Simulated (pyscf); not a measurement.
Structures and frequencies: ωB97X-D3(BJ)/def2-SVP in PySCF.

**Question.** For HO–AsH–OH (SMILES O[AsH]O) + AsH₃ (SMILES [AsH3]) → HO–AsH–O–AsH₂ (SMILES O[AsH]O[AsH2]) + H₂ (SMILES [H][H]), a four-centre exchange (singlet surface; H–O, As–H broken, As–O, H–H formed), PBE/def2-TZVP gives ΔE‡ = 2.22 eV and ΔE = +0.49 eV (zero: the separated reactants). In which direction and how far do r²SCAN/def2-TZVP, B3LYP-D3(BJ)/def2-TZVP, ωB97M-D3(BJ)/def2-TZVP move these?

**Answer.** r²SCAN: ΔE‡ = 2.37 eV, ΔE = +0.44 eV; B3LYP-D3(BJ): ΔE‡ = 2.38 eV, ΔE = +0.39 eV; ωB97M-D3(BJ): ΔE‡ = 2.55 eV, ΔE = +0.48 eV. PBE's barrier lies under all of them, by 0.15 to 0.33 eV. Its reaction energy matches one of them and lies within 0.09 eV of the others. Low barriers are usual for a GGA, whose delocalisation error favours stretched bonds. HO–AsH–O–AsH₂ lies 0.62 eV over its isomer HO–As(OH)–AsH₂ (electronic energy, ωB97M-D3(BJ)). This is the saddle that the search found; another between the same sides may lie lower. Elements up to Kr have no core potential and no relativistic terms here.
